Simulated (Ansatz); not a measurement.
Barium, bcc: convergence with Gaussian smearing

Computed with Ansatz, LDA, scalar-relativistic PAW, on the relaxed cell (a = 4.758 Å; spin not included). Errors count from a run at 420 eV on a Γ-centred 15×15×15 mesh with Fermi-Dirac smearing of 0.1 eV, extrapolated to zero width. Fixed here: cutoff 420 eV, mesh 9×9×9. The SCF starts from atomic densities corrected by a trained network.

```json
{"width (eV)": "0.03", "E(σ→0) error (meV/atom)": "1.9", "F error (meV/atom)": "1.6", "P (GPa)": "-0.05", "SCF iterations": "6"}
{"width (eV)": "0.1", "E(σ→0) error (meV/atom)": "1.9", "F error (meV/atom)": "-2.1", "P (GPa)": "-0.05", "SCF iterations": "6"}
{"width (eV)": "0.2", "E(σ→0) error (meV/atom)": "0.2", "F error (meV/atom)": "-12.4", "P (GPa)": "-0.03", "SCF iterations": "6"}
{"width (eV)": "0.3", "E(σ→0) error (meV/atom)": "0.2", "F error (meV/atom)": "-27.7", "P (GPa)": "0.00", "SCF iterations": "6"}
{"width (eV)": "0.6", "E(σ→0) error (meV/atom)": "16.6", "F error (meV/atom)": "-124.2", "P (GPa)": "0.15", "SCF iterations": "6"}
{"width (eV)": "1.0", "E(σ→0) error (meV/atom)": "23.3", "F error (meV/atom)": "-385.5", "P (GPa)": "0.46", "SCF iterations": "6"}
```

What does the run at 0.01 give (width)?

E(σ→0) error (meV/atom): 2.0; F error (meV/atom): 1.9; P (GPa): -0.04; SCF iterations: 6.
